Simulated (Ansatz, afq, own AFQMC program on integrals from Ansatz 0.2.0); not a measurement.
# Where AFQMC and coupled cluster stand for BOF, singlet

| atom | x (Å) | y (Å) | z (Å) |
| --- | --- | --- | --- |
| O | 0.9829 | -0.5647 | 0.4798 |
| B | 0.0205 | -0.0123 | 0.0099 |
| F | -1.0034 | 0.5770 | -0.4898 |

Connectivity, by distances: O–B–F.

Basis def2-TZVP. Noble-gas cores (and the filled d shells of Ga–Kr and In–Xe) are frozen. Integrals, coupled cluster, full CI and functionals: Ansatz 0.2.0; the random walks run on the same integrals in our own AFQMC program. ph-AFQMC/CISD is guided by a CISD state made of CCSD amplitudes; releasing the constraint for a short imaginary time cuts its bias at the price of noise, slowly where states lie close. Error bars are statistical, one sigma.

Determinant: RHF, the one that the program's search chose, which needn't be the lowest solution. The geometry is a PBE0/def2-SVP stationary point of this or a neighbouring charge and spin state.

No full CI on the walks' own integrals is used here; CCSDT(Q) serves as the reference and is uncertain by about the last step of the cluster series.

The T1 diagnostic is 0.0158. The weight of the determinant in the CISD state is 0.877 and the size of the correlated space is 16 electrons in 90 orbitals.

Reference: CCSDT(Q), correlation energy -15.954 eV. The released energy is read at 1.50 1/Eh (meV from the phaseless value at times in 1/Eh: -1 ± 5 at 0.24, 1 ± 6 at 0.51, -4 ± 8 at 0.99, 1 ± 12 at 1.50).

```json
{"level": "HF", "E − E(reference) (meV)": "15954.1", "share of correlation (%)": "0.00"}
{"level": "MP2", "E − E(reference) (meV)": "533.8", "share of correlation (%)": "96.65"}
{"level": "CCSD", "E − E(reference) (meV)": "603.8", "share of correlation (%)": "96.22"}
{"level": "CCSD(T)", "E − E(reference) (meV)": "38.7", "share of correlation (%)": "99.76"}
{"level": "CCSDT", "E − E(reference) (meV)": "35.2", "share of correlation (%)": "99.78"}
{"level": "ph-AFQMC/CISD", "E − E(reference) (meV)": "10.1 ± 7.5", "share of correlation (%)": "99.94"}
{"level": "released AFQMC", "E − E(reference) (meV)": "10.8 ± 11.8", "share of correlation (%)": "99.93"}
```

A walk keeps the symmetry of its determinant, which the program's search chose and which needn't be the lowest solution, so a lower state of the same spin and another symmetry isn't excluded. Released energies are given only where the last usable release times agree within the noise; a slower fall can still hide under it.
